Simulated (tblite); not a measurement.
Start geometry of `[CH2+][CH]C#CC` [radical] from a force field or distance geometry (Å):
```
atom  x, y, z in Å
C1     2.4358    0.3981   -0.2026
C2     1.5098   -0.5082   -0.9882
C3     0.1402   -0.2916   -0.4868
C4    -0.9884   -0.0929   -0.0826
C5    -2.3397    0.1141    0.4597
H6     2.2489    0.4230    0.8679
H7     3.1999    0.9926   -0.6948
H8     1.8333   -1.5443   -0.7425
H9    -2.3108    0.7194    1.3869
H10   -2.7409   -0.8754    0.7096
H11   -2.9826    0.6677   -0.2526
```

Task: What comes out of this run: GFN2-xTB geometry optimisation, gas phase (tblite)?

Result: 
```
atom  x, y, z in Å
C1     2.486    0.346   -0.142
C2     1.466   -0.408   -0.647
C3     0.156   -0.240   -0.251
C4    -1.018   -0.109    0.092
C5    -2.355    0.045    0.493
H6     2.308    1.123    0.586
H7     3.504    0.184   -0.463
H8     1.659   -1.179   -1.387
H9    -2.447    0.672    1.381
H10   -2.826   -0.935    0.639
H11   -2.928    0.505   -0.326
```

The energy falls by 2.344 eV over 54 L-BFGS steps, the largest force on an atom goes from 5.80 to 0.009 eV/Å, and the atoms move by 0.453 Å rms after alignment. The bond that changes most is C1–C2 (ends: carbon bonded to C and 2 H; carbon bonded to 2 C and H), which shortens by 0.150 Å. Bonds longer at the end by more than 0.005 Å: 1 of 10; shorter: 8. Among the angles that change most is C1–C2–H8, from 105.4° to 120.8°. Among the dihedrals that turn most is H7–C1–C2–H8, from 109° to -1°. Rotational constants go from 22890, 2222, 2083 to 32840, 2202, 2089 MHz. The orientation of the end geometry is arbitrary; only internal coordinates are fixed.

Hardware: one thread, Arm Neoverse V2 (aarch64), no GPU, shared host with 96 logical CPUs at a one-minute load of 58. Cost: 0.15 s of wall time.

Its GFN2-xTB frequencies are all real (lowest 43 cm⁻¹). 2 starts were optimised and ended at 0.00 and 0.05 kcal/mol (GFN2-xTB); the lowest of these is shown.

One conformer stands for the species.

These are computed values.
